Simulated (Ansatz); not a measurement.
Input file:

```yaml
crystal:
  periodic: [false, false, false]
  atoms:
    - {symbol: N, position_ang: [0.000000, 0.000000, 1.406167]}
    - {symbol: As, position_ang: [0.000000, 0.000000, -0.231535]}
    - {symbol: H, position_ang: [0.000000, -1.200353, -1.165136]}
    - {symbol: H, position_ang: [0.000000, 1.200353, -1.165136]}
basis:
  gaussian: {orbitals: cc-pVDZ}
magnetization: {spin_polarized: false}
correlation: {method: ccsd_t, electrons: outside_noble_gas}
accuracy: high
output: {forces: true}
```

```sh
$ ansatz run in.yaml --threads 1 --pin off --events-out ev --progress --plain --max-ram 2393MiB
```

Output:

```
1075 factors; integrals over basis functions are off by at most 4.5e-9 eV
mean field evaluation 1: about -62298.5228 eV, gradient 4.2e1 eV
mean field evaluation 2: about -62298.5326 eV, gradient 4.2e1 eV
mean field evaluation 4: about -62303.5391 eV, gradient 3.5e0 eV
mean field evaluation 8: about -62303.7434 eV, gradient 7.3e-2 eV
mean field evaluation 16: about -62298.5247 eV, gradient 4.2e1 eV
mean field evaluation 32: about -62298.6011 eV, gradient 1.3e-3 eV
mean field -62303.74347886 eV, -2289.6203418539 hartree, gradient 3.2e-8 eV, S^2 0.000000; 0 other end points of the search recorded, 0 dependent functions left out; unrestricted orbitals would lower it
15 core orbitals not correlated: weight in the atoms' cores, before any rotation towards them, 0.999 or more for the frozen orbitals, at most 0.001 for the correlated occupied ones
reference -62303.74347886 eV, -2289.6203418539 hartree; 6, 6 occupied and 30, 30 virtual orbitals, 1075 factors
second order -7.84198222 eV of doubles, -0.00000000 eV of singles
cycle   1  -7.89572162 eV  change   -5.4e-2 eV  update   1.3e-1
cycle   2  -8.35206569 eV  change   -4.6e-1 eV  update   4.7e-2
cycle   3  -8.50048905 eV  change   -1.5e-1 eV  update   3.2e-2
cycle   4  -8.49898391 eV  change    1.5e-3 eV  update   1.1e-2
cycle   5  -8.49830882 eV  change    6.8e-4 eV  update   4.2e-3
cycle   6  -8.49791955 eV  change    3.9e-4 eV  update   1.2e-3
cycle   7  -8.49776885 eV  change    1.5e-4 eV  update   3.8e-4
cycle   8  -8.49779405 eV  change   -2.5e-5 eV  update   1.6e-4
cycle   9  -8.49778887 eV  change    5.2e-6 eV  update   5.8e-5
cycle  10  -8.49775141 eV  change    3.7e-5 eV  update   2.2e-5
cycle  11  -8.49777034 eV  change   -1.9e-5 eV  update   9.0e-6
cycle  12  -8.49777075 eV  change   -4.1e-7 eV  update   3.0e-6
cycle  13  -8.49777517 eV  change   -4.4e-6 eV  update   1.0e-6
cycle  14  -8.49777565 eV  change   -4.8e-7 eV  update   2.4e-7
cycle  15  -8.49777551 eV  change    1.4e-7 eV  update   8.4e-8
cycle  16  -8.49777547 eV  change    3.3e-8 eV  update   5.0e-8
cycle  17  -8.49777446 eV  change    1.0e-6 eV  update   3.2e-7
cycle  18  -8.49777460 eV  change   -1.3e-7 eV  update   1.2e-7
cycle  19  -8.49777443 eV  change    1.7e-7 eV  update   5.2e-8
cycle  20  -8.49777443 eV  change    2.5e-9 eV  update   1.3e-8
cycle  21  -8.49777443 eV  change   -5.1e-9 eV  update   3.9e-9
cycle  22  -8.49777443 eV  change   7.2e-11 eV  update   1.5e-9
perturbative correction -0.41679530 eV, -0.0153169448 hartree
the calculation of the forces begins
Total energy: -62312.65804859 eV, -2289.9479462491 hartree
Atom 0 at     0.000000     0.000000     1.406167 Å, force    -0.000000     0.000000     1.684297 eV/Å
Atom 1 at     0.000000     0.000000    -0.231535 Å, force     0.000000     0.000000    -1.256665 eV/Å
Atom 2 at     0.000000    -1.200353    -1.165136 Å, force    -0.000000    -0.054036    -0.213816 eV/Å
Atom 3 at     0.000000     1.200353    -1.165136 Å, force     0.000000     0.054036    -0.213816 eV/Å
Dipole moment:    -0.000000     0.000000    -0.745073 e Å
```

Forces (eV/Å):
```
N    0.000  0.000  1.684
As   0.000  0.000 -1.257
H    0.000 -0.054 -0.214
H    0.000  0.054 -0.214
```

Ran on 1 thread of Arm Neoverse V1, shared host: 5.5 s wall, 0.16 GiB peak host memory.
